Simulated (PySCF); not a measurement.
Isomers of [C5H7]+ (charge +1). Method: PBE0-D3(BJ)/def2-SVP geometry optimisation, gas phase (PySCF 2.14.0). Energies are electronic, without zero-point or thermal terms, for one conformer each. No frequencies were run at this level. Point groups hold within 0.08 Å.

Question: Order them by energy at this level, lowest first, and give relative energies in kJ/mol.
A. `C#C[C+](C)C`
B. `C1=CCC[CH+]1`

Answer: B (0.0), A (193.0).

```tsv
SMILES	E (Eh)	E rel (kJ/mol)	dipole about centre of mass (D)	point group	A, B, C (MHz)
C1=CCC[CH+]1	-194.06666	0.0	0.20	C2v	8095, 7694, 4142
C#C[C+](C)C	-193.99314	193.0	0.03	C2	8664, 3904, 2783
```

How do the relative energies change in single points at PBE0/pcSseg-1 (no added dispersion term) on the same geometries?

| SMILES | PBE0-D3(BJ)/def2-SVP (kJ/mol) | PBE0/pcSseg-1 (kJ/mol) | shift |
| --- | --- | --- | --- |
| C1=CCC[CH+]1 | 0.0 | 0.0 | 0.0 |
| C#C[C+](C)C | 193.0 | 181.1 | -11.9 |

Each column counts from its own lowest isomer. The order is unchanged; the largest shift is 11.9 kJ/mol.
